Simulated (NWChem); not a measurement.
All runs are NWChem calculations. System: H2O, charge 1, spin multiplicity 2, at the geometry of a parent with another charge or spin, in a state set for the comparison that need not be this species' ground state. Its SCF solution wasn't tested for a lower state. Level: UMP2/def2-TZVP, 1 core orbitals frozen.

Output (cleaned and shortened):

```
             Northwest Computational Chemistry Package (NWChem) 7.3.0
             --------------------------------------------------------

                                NWChem Input Module
                                -------------------

 Scaling coordinates for geometry "geometry" by  1.889725989
 (inverse scale =  0.529177249)

 Turning off AUTOSYM since
 SYMMETRY directive was detected!

                             Geometry "geometry" -> ""
                             -------------------------

 Output coordinates in angstroms (scale by  1.889725989 to convert to a.u.)

  No.       Tag          Charge          X              Y              Z
 ---- ---------------- ---------- -------------- -------------- --------------
    1 O                    8.0000     0.00000000     0.00000000     0.12262300
    2 H                    1.0000     0.75768800     0.00000000    -0.49049300
    3 H                    1.0000    -0.75768800     0.00000000    -0.49049300

 Effective nuclear repulsion energy (a.u.)       9.0359850017

            Nuclear Dipole moment (a.u.)
            ----------------------------
        X                 Y               Z
 ---------------- ---------------- ----------------
     0.0000000000     0.0000000000    -0.0000037795

      Symmetry information
      --------------------

 Group name             C2v
 Group number             16
 Group order               4
 No. of unique centers     2

      Symmetry unique atoms

     1    2


 Summary of "ao basis" -> "" (spherical)
 ------------------------------------------------------------------------------
       Tag                 Description            Shells   Functions and Types
 ---------------- ------------------------------  ------  ---------------------
 *                         def2-tzvp                  on all atoms

 Summary of "ao basis" -> "ao basis" (spherical)
 ------------------------------------------------------------------------------
       Tag                 Description            Shells   Functions and Types
 ---------------- ------------------------------  ------  ---------------------
 O                         def2-tzvp                11       31   5s3p2d1f
 H                         def2-tzvp                 4        6   3s1p

                                 NWChem SCF Module
                                 -----------------

  ao basis        = "ao basis"
  functions       =    43
  atoms           =     3
  alpha electrons =     5
  beta  electrons =     4
  charge          =   1.00
  wavefunction    = UHF
  use symmetry    = T
  symmetry adapt  = T

 Summary of "ao basis" -> "ao basis" (spherical)
 ------------------------------------------------------------------------------
       Tag                 Description            Shells   Functions and Types
 ---------------- ------------------------------  ------  ---------------------
 O                         def2-tzvp                11       31   5s3p2d1f
 H                         def2-tzvp                 4        6   3s1p

      Symmetry analysis of basis
      --------------------------

        a1         19
        a2          4
        b1         12
        b2          8

 Forming initial guess at       0.3s

   Symmetry analysis of molecular orbitals - initial alpha
   -------------------------------------------------------

  Numbering of irreducible representations:

     1 a1          2 a2          3 b1          4 b2

  Orbital symmetries:

     1 a1          2 a1          3 b1          4 b2          5 a1
     6 a1          7 b1          8 b1          9 b2         10 a1
    11 a1         12 b1         13 a1         14 a1         15 a2

   Symmetry analysis of molecular orbitals - initial beta
   ------------------------------------------------------

  Numbering of irreducible representations:

     1 a1          2 a2          3 b1          4 b2

  Orbital symmetries:

     1 a1          2 a1          3 b1          4 a1          5 b2
     6 a1          7 b1          8 b1          9 a1         10 a1
    11 b2         12 b1         13 a1         14 a1         15 a2

 Starting SCF solution at       0.3s

 ----------------------------------------------
         Quadratically convergent UHF
[...]
    40     -0.898989  3 H  s                 14     -0.273969  1 O  pz
     3      0.170781  1 O  s

 Vector    7  Occ=0.000000D+00  E=-7.717117D-02  Symmetry=b1
              MO Center= -7.5D-16, -2.5D-33, -7.3D-01, r^2= 3.8D+00
   Bfn.  Coefficient  Atom+Function         Bfn.  Coefficient  Atom+Function
  ----- ------------  ---------------      ----- ------------  ---------------
    34      1.555809  2 H  s                 40     -1.555809  3 H  s
    12     -0.650168  1 O  px                 6     -0.228022  1 O  px
     9     -0.155608  1 O  px

 center of mass
 --------------
 x =   0.00000000 y =   0.00000000 z =   0.10205689

 moments of inertia (a.u.)
 ------------------
           2.402993953979           0.000000000000           0.000000000000
           0.000000000000           6.535310789581           0.000000000000
           0.000000000000           0.000000000000           4.132316835602

  Mulliken analysis of the total density
  --------------------------------------

    Atom       Charge   Shell Charges
 -----------   ------   -------------------------------------------------------
    1 O    8     7.96   0.79  1.18  0.61  1.02  0.22  1.77  1.86  0.47  0.00  0.03  0.00
    2 H    1     0.52   0.22  0.26  0.00  0.04
    3 H    1     0.52   0.22  0.26  0.00  0.04

  Mulliken analysis of the alpha density
  --------------------------------------

    Atom       Charge   Shell Charges
 -----------   ------   -------------------------------------------------------
    1 O    8     4.52   0.40  0.59  0.32  0.52  0.10  1.13  1.17  0.28  0.00  0.01  0.00
    2 H    1     0.24   0.10  0.11  0.00  0.02
    3 H    1     0.24   0.10  0.11  0.00  0.02

   Mulliken analysis of the beta density
   -------------------------------------

    Atom       Charge   Shell Charges
 -----------   ------   -------------------------------------------------------
    1 O    8     3.44   0.40  0.59  0.29  0.50  0.11  0.64  0.70  0.19  0.00  0.01  0.00
    2 H    1     0.28   0.12  0.14  0.00  0.02
    3 H    1     0.28   0.12  0.14  0.00  0.02

   Mulliken analysis of the spin density
   -------------------------------------

    Atom       Charge   Shell Charges
 -----------   ------   -------------------------------------------------------
    1 O    8     1.09   0.00 -0.00  0.03  0.02 -0.01  0.49  0.47  0.09 -0.00 -0.00 -0.00
    2 H    1    -0.04  -0.02 -0.03 -0.00  0.00
    3 H    1    -0.04  -0.02 -0.03 -0.00  0.00

       Multipole analysis of the density wrt the origin
       ------------------------------------------------

     L   x y z        total         alpha         beta         nuclear
     -   - - -        -----         -----         ----         -------
     0   0 0 0      1.000000     -5.000000     -4.000000     10.000000

     1   1 0 0     -0.000000     -0.000000      0.000000      0.000000
     1   0 1 0      0.000000      0.000000     -0.000000      0.000000
     1   0 0 1     -0.933918     -0.581572     -0.352342     -0.000004

     2   2 0 0     -1.550318     -2.890857     -2.759694      4.100233
     2   1 1 0      0.000000      0.000000      0.000000      0.000000
     2   1 0 1     -0.000000      0.000000     -0.000000      0.000000
     2   0 2 0     -3.486142     -2.258050     -1.228091      0.000000
     2   0 1 1     -0.000000     -0.000000     -0.000000      0.000000
     2   0 0 2     -3.065500     -2.711287     -2.502058      2.147845

                   NWChem MP2 Semi-direct Energy/Gradient Module
                   ---------------------------------------------

  Basis functions       =     43
  Molecular orbitals    =     43
  Frozen core           =      1
  Frozen virtuals       =      0
  Active alpha occupied =      4
  Active beta occupied  =      3
  Active alpha virtual  =     38
  Active beta virtual   =     39
  Use MO symmetry       = T
  Use skeleton AO sym   = T

  AO/Fock/Back tols     =   1.0D-09  1.0D-09  1.0D-09

 GA uses MA = F    GA memory limited = T

 Available:
  local mem=  1.15D+08
 global mem=  1.31D+08
 local disk=  0.00D+00
  mp2_memr nvloc                    38
  nvloc new                    38
   1 passes of   4:        3145728                      11368                    492116.
   1 passes of   4: M    114684916           G      131068302           F     111539188.

 Semi-direct pass number   1 of   1  for UHF alpha       at        0.9s
  vrange nnbf                   946
  mp2_eaftype                    10  avail_ma_in_mb                   999
 EAF : mp2_eaftype filesize          10     246058.
  mp2_eaf for mointskh                     10
Node 0 wrote      1.2 Mb in      0.0 s     Agg I/O rate:   774.3 Mb/s
 Done moints_semi at        1.5s
  mp2_eaftype                    10  avail_ma_in_mb                   989
 EAF : mp2_eaftype filesize          10     246058.
  mp2_eaf for kh                    10
 Done maket at        1.5s
 Done multipass loop at        1.5s

 GA uses MA = F    GA memory limited = T

 Available:
  local mem=  1.15D+08
 global mem=  1.31D+08
 local disk=  0.00D+00
  mp2_memr nvloc                    39
  nvloc new                    39
   1 passes of   3:        3145728                       9619                    379542.
   1 passes of   3: M    114684916           G      131068302           F     111539188.

 Semi-direct pass number   1 of   1  for UHF beta        at        1.6s
  vrange nnbf                   946
  mp2_eaftype                    10  avail_ma_in_mb                   999
 EAF : mp2_eaftype filesize          10     189771.
  mp2_eaf for mointskh                     10
Node 0 wrote      0.9 Mb in      0.0 s     Agg I/O rate:   990.6 Mb/s
 Done moints_semi at        2.4s
  mp2_eaftype                    10  avail_ma_in_mb                   989
 EAF : mp2_eaftype filesize          10     189771.
  mp2_eaf for kh                    10
 Done maket at        2.5s
 Done multipass loop at        2.5s

          -------------------------------------------
          SCF energy                 -75.656979658041
          Correlation energy          -0.191350456016
          Singlet pairs                0.000000000000
          Triplet pairs                0.000000000000
          Total MP2 energy           -75.848330114057
          -------------------------------------------

          ---------------------------------------------------
                    Spin Component Scaled (SCS) MP2
          Same spin pairs                     -0.043454610089
          Same spin scaling factor             0.333333333333
          Opposite spin pairs                 -0.147895845927
          Opposite spin scaling fact.          1.200000000000
          SCS-MP2 correlation energy          -0.191959885142
          Total SCS-MP2 energy               -75.848939543183
          ---------------------------------------------------

 -----------------------
 Performance information
 -----------------------

 Timer overhead =  1.91D-07 seconds/call

               Nr. of calls         CPU time (s)                 Wall time (s)                GFlops
             ---------------    -------------------     ------------------------------   -------------------
Name         Min   Avg   Max    Min     Avg     Max     Min     Avg     Max   Mx/calls   Min     Max     Sum
mp2: moin     2     2     2    1.5     1.5     1.5      1.5     1.5     1.5    0.74      0.0     0.0     0.0
mp2: make     2     2     2   7.94E-2 7.94E-2 7.94E-2  7.94E-2 7.94E-2 7.94E-2 3.97E-2   0.0     0.0     0.0
mp2: tota     1     1     1    1.7     1.7     1.7      1.7     1.7     1.7     1.7      0.0     0.0     0.0

 The average no. of pstat calls per process was 5.00D+00
 with a timing overhead of 9.57D-07s

 Task  times  cpu:        2.3s     wall:        2.3s

 Total times  cpu:        2.5s     wall:        2.5s
```

Problem. Write an NWChem input that would produce this output.

Solution. One answer among several that fit: 
```
start mol
memory heap 200 mb stack 800 mb global 1000 mb
charge 1
geometry units angstroms nocenter noautoz
  O      0.000000     0.000000     0.122623
  H      0.757688     0.000000    -0.490493
  H     -0.757688     0.000000    -0.490493
  symmetry group C2v
end
basis spherical
  * library def2-tzvp
end
scf
  uhf
  nopen 1
  maxiter 100
  thresh 1e-7
  semidirect memsize 60000000 filesize 0
  # guess.movecs holds the orbitals of an unrestricted PBE0 run
  vectors input guess.movecs output mol.movecs
end
mp2
  freeze core 1
end
task mp2 energy
```
